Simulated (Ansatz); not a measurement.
# How close CCSD(T) comes to the exact answer in a basis

Each species is computed at the geometry given (Å), with frozen cores, in Ansatz 0.2.0: RHF-CCSD(T) for singlets, UHF-CCSD(T) otherwise, and full CI in the same basis. The program picks the determinant by trial CCSD, so it needn't be the lowest Hartree–Fock solution. States: HBN A'', HBN⁺ A'', [H···H···CH3] A'. Cases whose determinant has another symmetry than full CI's state, or whose (Q) step broke down, weren't drawn.

Q: Judging by size, spin and bonding, rank them by the size of CCSD(T)'s error in total energy against full CI in the same basis, smallest first (an estimate).
A. [H···H···CH₃], doublet, 6-31G: H -1.876 0.000 0.000; H -0.965 0.000 0.000; C 0.191 0.000 0.000; H 0.191 -1.080 0.000; H 0.191 0.540 0.935; H 0.191 0.540 -0.935
B. HBN⁺, quintet, 6-31G: B 0.000 -0.185 0.773; N 0.000 0.087 -0.705; H 0.000 0.772 1.506
C. HBN, quartet, 6-31G: B 0.000 -0.216 0.750; N 0.000 0.057 -0.728; H 0.000 1.521 2.081

A: A (12.4 meV), B (16.7 meV), C (103.4 meV).

```tsv
species	basis	correlated electrons	CCSD(T) − full CI (meV)	CCSDT(Q) − full CI (meV)	unpaired electrons (full CI)	T1	⟨S²⟩ of the determinant
[H···H···CH3], doublet	6-31G	9	12.4	0.1	1.03	0.011	0.78
HBN⁺, quintet	6-31G	8	16.7	-1.7	4.01	0.025	6.01
HBN, quartet	6-31G	9	103.4	-12.6	3.17	0.118	4.05
```

Unpaired electrons are Σ n²(2−n)² over natural occupations; an open shell counts its own unpaired electrons too. Frozen cores follow each run's orbitals, which moves totals by a few meV.
